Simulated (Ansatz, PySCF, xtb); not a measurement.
Energy landscape of H2P, doublet: symmetric bend, bond length relaxed. Scanned: H-P-H angle. Other coordinates (P-H bond length) were minimised at B3LYP/def2-TZVP.

Cartesian coordinates as functions of the variables (Å; names that start with a are angles):
```
P  0  0  0
H  r*sin(a/2)  0  r*cos(a/2)
H  -r*sin(a/2)  0  r*cos(a/2)
```

Levels of theory: UKS-B3LYP/6-31G* = PySCF with unrestricted B3LYP/6-31G*, spherical d; UHF/aug-cc-pVQZ (Ansatz, an electronic-structure program); CCSDT(Q)/cc-pVTZ = CCSDT(Q) on UHF/cc-pVTZ, frozen core run with Ansatz; GFN1-xTB (xtb); UMP2/6-31G* = unrestricted MP2 (frozen core)/6-31G*, spherical d run with PySCF; CCSD(T)/aug-cc-pVQZ = CCSD(T) on UHF/aug-cc-pVQZ, frozen core run with Ansatz.

Energies in kJ/mol, each method relative to its own lowest point.

| a / ° | UKS-B3LYP/6-31G* | UHF/aug-cc-pVQZ | CCSDT(Q)/cc-pVTZ | GFN1-xTB | UMP2/6-31G* | CCSD(T)/aug-cc-pVQZ |
|---|---|---|---|---|---|---|
| 180 | 310.3 | — | — | — | — | — |
| 167 | 285.8 | 299.4 | 274.0 | 321.0 | 305.8 | 271.4 |
| 157 | 239.2 | 247.7 | 227.1 | 252.2 | 244.5 | 224.4 |
| 147 | 182.4 | 185.7 | 172.9 | 186.7 | 184.2 | 170.9 |
| 137 | 127.4 | 127.4 | 120.8 | 129.4 | 127.5 | 119.3 |
| 127 | 79.6 | 77.7 | 75.3 | 81.3 | 78.7 | 74.4 |
| 117 | 41.5 | 38.7 | 39.0 | 43.2 | 40.1 | 38.5 |
| 107 | 14.7 | 12.4 | 13.5 | 16.2 | 13.4 | 13.3 |
| 97 | 0.5 | 0.0 | 0.2 | 1.2 | 0.0 | 0.1 |
| 87 | 0.0 | 2.8 | 0.0 | 0.0 | 0.9 | 0.0 |
| 77 | 14.3 | 21.7 | 13.4 | 14.8 | 17.2 | 13.6 |
| 67 | 44.2 | 57.0 | 40.7 | 48.8 | 49.2 | 41.1 |
| 60 | 74.0 | 90.5 | 67.6 | 86.1 | 80.6 | 68.1 |

Dashes: no converged value, or the column stops at the first point that the program doubted or that broke a chosen test of continuity, which isn't proof of a fault.

The unrestricted determinant behind UHF/aug-cc-pVQZ, CCSDT(Q)/cc-pVTZ, CCSD(T)/aug-cc-pVQZ is spin-contaminated on part of the scan (<S²> up to 1.3, against 0.75 for the pure state).
